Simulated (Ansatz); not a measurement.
# Co (model structure, started from the simple cubic type, Pm-3m, No. 221, 1 atom in the cell)

Level of theory: PBEsol (Ansatz, a quantum-chemistry and plane-wave program, plane waves, PAW).

Run with plane-wave cutoff 500 eV, 32×32×32 k mesh, Fermi–Dirac smearing 0.1 eV, spin-polarised with parallel moments, scalar-relativistic PAW data made under PBE.

Cell (relaxed at this level):

```xyz
1
Lattice="2.2948 0.0000 0.0000 0.0000 2.2948 0.0000 0.0000 0.0000 2.2948" Properties=species:S:1:pos:R:3 pbc="T T T"
Co     0.0000     0.0000     0.0000
```

For Co (model structure, started from the simple cubic type, Pm-3m, No. 221, 1 atom in the cell), the band gap comes out as none.

Note: the magnetic order was assumed, not searched for or taken from measurement; a magnet's gap depends somewhat on the PAW data; the relaxation could raise the start's symmetry but not lower it, so the cell can be a saddle point.

The computed numbers hold no vibrational or temperature effects.

It cost around 3 core-minutes (rough) of CPU time.

A model structure was made by putting elements into a prototype or built by hand; it is no filed structure, need not be a known phase, and can be a saddle point held by its symmetry.
